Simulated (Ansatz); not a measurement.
# C2H5NO: the cost of one run

Program: Ansatz 0.2.0. Level of theory: RKS B3LYP-D4/def2-SVP. These are calculated values, not measurements.

**1. The structure to begin with**

Bond lengths: N1–C2 1.392 Å, C2–C3 1.493 Å, C2–O4 1.468 Å, C3–O4 1.482 Å, N1–H5 1.035 Å, N1–H6 1.070 Å, C2–H7 1.106 Å, C3–H8 1.126 Å, C3–H9 1.033 Å. Angles (14 of 16 angles, heavy atoms first): N1–C2–C3 119.0°, N1–C2–O4 114.6°, C3–C2–O4 60.1°, C2–C3–O4 59.1°, C2–O4–C3 60.8°, N1–C2–H7 118.0°, C3–C2–H7 117.6°, O4–C2–H7 113.9°, C2–N1–H5 113.4°, C2–N1–H6 111.8°, C2–C3–H8 115.6°, C2–C3–H9 121.3°, O4–C3–H8 110.7°, O4–C3–H9 123.4°.

As a file:

```xyz
9

N    -0.9342    0.8909   -0.3869
C     0.2102    0.3966    0.2320
C     0.3547   -1.0780    0.4127
O     1.1022   -0.3648   -0.6505
H    -1.2391    0.3265   -1.1986
H    -0.7627    1.8491   -0.8316
H     0.7399    1.0554    0.9455
H     1.0487   -1.4009    1.2379
H    -0.4313   -1.7210    0.2224
```

**2. End point A**

Input file input.yaml:

```yaml
crystal:
  periodic: [false, false, false]
  atoms:
    - { symbol: "N", position_ang: [-0.9342, 0.8909, -0.3869] }
    - { symbol: C, position_ang: [0.2102, 0.3966, 0.232] }
    - { symbol: C, position_ang: [0.3547, -1.078, 0.4127] }
    - { symbol: O, position_ang: [1.1022, -0.3648, -0.6505] }
    - { symbol: H, position_ang: [-1.2391, 0.3265, -1.1986] }
    - { symbol: H, position_ang: [-0.7627, 1.8491, -0.8316] }
    - { symbol: H, position_ang: [0.7399, 1.0554, 0.9455] }
    - { symbol: H, position_ang: [1.0487, -1.4009, 1.2379] }
    - { symbol: H, position_ang: [-0.4313, -1.721, 0.2224] }
basis:
  gaussian: { orbitals: def2-SVP }
hamiltonian:
  xc: b3lyp
  dispersion: d4
relax:
  f_tol: 0.015
  max_steps: 40
```

Started as:

```sh
$ ansatz run input.yaml --threads 1 --pin off --max-ram 2048MiB --backend cpu --events-out ev --progress --plain --runs-dir out
```

What time and memory should one allow on 1 thread of Arm Neoverse V1, shared host?

About 20 s, with a peak of 0.15 GiB.
